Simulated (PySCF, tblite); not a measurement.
# CHBrFN, a complex of two parts: NMR shifts, interaction energy, infrared bands, spin-spin couplings and core binding energies

An exercise on one series of results from a longer session: the logs are not shown, and one member is left open.

Computed with tblite 0.8.0 and PySCF 2.14.0; each step states its level. No surroundings beyond the atoms listed, unless a continuum is named. Atoms count from 0, parts from 1.

## The system as given

5 atoms, charge 0, multiplicity 1; geometry: rigid parts in contact. Parts: 1 = atoms 0–1, `FBr`, charge 0; 2 = atoms 2–4, `C#N`, charge 0.

The first run:

What the job is given:

```
{"job": {"kind": "dock", "xc": "GFN2-xTB", "basis": "xTB"}, "charge": 0, "multiplicity": 1, "parts": [{"atoms": "0-1", "charge": 0, "multiplicity": 1}, {"atoms": "2-4", "charge": 0, "multiplicity": 1}]}
Br     0.899520    -0.000517     0.019262
F     -0.899520     0.000517    -0.019262
C     -3.548983     0.295470    -0.351584
N     -4.030803    -0.585164    -0.886903
H     -3.100644     1.114827     0.146406
```

With the program's defaults for keys left out, this is: GFN2-xTB search for minima from random contacts, gas phase.

Run with:

```console
$ OMP_NUM_THREADS=1 python cluster_run.py task.json out
```

The driver reads the jobs from task.json and runs them one after another.

Steps of the session up to this table: Docking the parts with GFN2-xTB; Optimising the geometry at PBE0-D3(BJ)/def2-TZVPD; NMR shieldings: PBE0/pcSseg-2; Coupled-cluster interaction energy: CCSD(T) and MP2.

One of the session's tables, all rows but one given; the rest of the session is left out.

It belongs to the step «Coupled-cluster interaction energy: CCSD(T) and MP2». 

```
                 method  interaction energy (kcal/mol)
         HF/aug-cc-pVDZ                          -1.31
        MP2/aug-cc-pVDZ                          -1.73
       CCSD/aug-cc-pVDZ                          -1.63
    CCSD(T)/aug-cc-pVDZ                          -1.73
         HF/aug-cc-pVQZ                          -1.26
        MP2/aug-cc-pVQZ                              ?
    SCS-MP2/aug-cc-pVQZ                          -1.66
      MP2, extrapolated                          -2.01
CCSD(T), limit estimate                          -2.01
```

**Question.** Estimate the row for MP2/aug-cc-pVQZ.

The run gave: interaction energy (kcal/mol): -1.97. In the column «interaction energy (kcal/mol)» it lies between CCSD(T), limit estimate (-2.01) and MP2/aug-cc-pVDZ (-1.73).
